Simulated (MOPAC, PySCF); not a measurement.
H3N, SMILES `N`, neutral singlet in the gas phase. 

Cartesian coordinates (Å):
SMILES: N
```xyz
4

N      0.0029     0.0018     0.3208
H      0.9183    -0.1876    -0.1142
H     -0.6225    -0.7032    -0.0973
H     -0.2987     0.8890    -0.1093
```
Charge 0, spin multiplicity 1.

All levels are single points at this geometry (PBE-D3(BJ)/def2-SVP); Pople sets use spherical d functions. Orbital energies aren't observables, and empty levels follow the basis.

| level | HOMO (eV) | LUMO (eV) | gap (eV) | dipole (D) | vertical IE, Delta-SCF (eV) |
|---|---|---|---|---|---|
| PBE-D3(BJ)/def2-TZVP in PySCF | -6.15 | 0.13 | 6.29 | 1.80 | 11.04 |
| B3LYP/6-311+G** in PySCF | -7.61 | 0.17 | 7.77 | 1.91 | – |
| BP86/6-31G* in PySCF | -5.68 | 1.51 | 7.19 | 1.98 | – |
| M06-2X/6-31G* in PySCF | -8.95 | 3.47 | 12.42 | 2.03 | – |
| SVWN5/6-31G* in PySCF | -5.57 | 1.41 | 6.98 | 2.06 | 11.03 |
| HF/3-21G in PySCF | -11.22 | 7.10 | 18.32 | 2.31 | – |
| HF/STO-3G in PySCF | -9.78 | 17.07 | 26.84 | 1.88 | – |
| AM1 in MOPAC | -10.85 | 4.13 | 14.98 | 1.98 | – |
| PM3 in MOPAC | -10.01 | 3.31 | 13.31 | 1.63 | – |
